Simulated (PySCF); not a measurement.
# `[LiH]`, HLi

Molfile (atoms numbered from 1):
```
HLi
     RDKit          3D

  2  1  0  0  0  0  0  0  0  0999 V2000
    0.8002   -0.0030   -0.0027 Li  0  0  0  0  0  1  0  0  0  0  0  0
   -0.7975    0.0042   -0.0114 H   0  0  0  0  0  0  0  0  0  0  0  0
  1  2  1  0
M  END
```

Theory: GIAO KT1/aug-pcSseg-2 magnetisability, rotational g tensor and spin-rotation constants, non-relativistic, gas phase (PySCF 2.14.0). Geometry: PBE0-D3(BJ)/def2-SVP.

**Question.** Give the nuclear spin-rotation constants along the inertial axes (H = +C I·J) beside the isotropic shieldings.

**Answer.** Rotational constants –, 224.6376, 224.6376 GHz.
| atom | isotope | Caa (kHz) | Cbb (kHz) | Ccc (kHz) | mean (kHz) | σ (ppm) |
| --- | --- | --- | --- | --- | --- | --- |
| Li1 | 7Li | – | 10.012 | 10.012 | 10.012 | 91.7 |
| H2 | 1H | – | -9.399 | -9.399 | -9.399 | 26.2 |

For the geometry as given, no vibrational averaging.
